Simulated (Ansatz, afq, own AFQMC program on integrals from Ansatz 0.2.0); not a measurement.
## Where AFQMC and coupled cluster stand for CH2N, doublet

```xyz
4

N     0.0000    0.0000    0.5696
C     0.0000    0.0000   -0.8639
H     0.0000    0.9554    1.1897
H     0.0000   -0.9554    1.1897
```

Connectivity, by distances: NH2–C.

Basis cc-pVDZ. Only valence electrons are correlated. Ansatz 0.2.0 and our own AFQMC program on the same integrals; the CISD trial comes from CCSD amplitudes, and released means the phaseless constraint is let go. Error bars are statistical, one sigma.

Determinant: UHF, the one that the program's search chose, which needn't be the lowest solution. The geometry is a point of a scan.

No full CI on the walks' own integrals is used here; CCSDT(Q) serves as the reference and is uncertain by about the last step of the cluster series.

```
T1 diagnostic                               : 0.0254
weight of the determinant in the CISD state : 0.873
⟨S²⟩ of the determinant                     : 0.773
size of the correlated space                : 11 electrons in 36 orbitals
```

```
  level  correlation energy (eV)
    MP2                  -7.3104
   CCSD                  -8.0641
CCSD(T)                  -8.3567
```

Question: Estimate where phaseless AFQMC with a CISD trial lies against CCSD(T) on the same integrals.

Answer: 0.38 ± 0.79 mEh below CCSD(T). The gap is under twice the noise, so this walk alone can't tell the two apart.

Reference: CCSDT(Q), correlation energy -8.412 eV. The released energy is read at 2.40 1/Eh (meV from the phaseless value at times in 1/Eh: -32 ± 19 at 0.24, -41 ± 15 at 0.51, -24 ± 15 at 0.99, -50 ± 21 at 1.62, -23 ± 27 at 2.40).

```tsv
level	E − E(reference) (mEh)	share of correlation (%)
CCSD(T)	2.02	99.35
CCSDT	0.98	99.68
ph-AFQMC/CISD	1.64 ± 0.79	99.47
released AFQMC	0.80 ± 1.00	99.74
```

A walk keeps the symmetry of its determinant, which the program's search chose and which needn't be the lowest solution, so a lower state of the same spin and another symmetry isn't excluded. Released energies are given only where the last usable release times agree within the noise; a slower fall can still hide under it.
